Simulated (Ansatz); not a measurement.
Cubic perovskite BaTiO3 (cubic high-temperature phase)

Method: LDA (plane waves, PAW; Ansatz, a quantum-chemistry and plane-wave program).

Run with plane-wave cutoff 520 eV, 6×6×6 k mesh, perturbation theory, no spin polarisation, scalar-relativistic PAW data made under PBE.

Cell: measured lattice: a = 4.001 Å, b = 4.001 Å, c = 4.001 Å, α = 90.00°, β = 90.00°, γ = 90.00°.

```
Quantity                           Value
---------------------------------  -----
electronic dielectric constant ε∞   6.80
```

Measured, for comparison: high-frequency dielectric constant 5.4 (temperature not stated, not corrected to a static lattice; as tabulated in Ghosez et al. (1997), arXiv:cond-mat/9706294). Computed (rounded) less measured: high-frequency dielectric constant +26 %.

Note: the run finds an imaginary mode (256i cm⁻¹), so the cell is a saddle point at this level; the cell isn't this level's own, so it is under some stress, which shifts stiffness and frequencies.

Spin–orbit coupling is not included.

Cost on a shared machine: about 7 core-minutes (a rough figure).
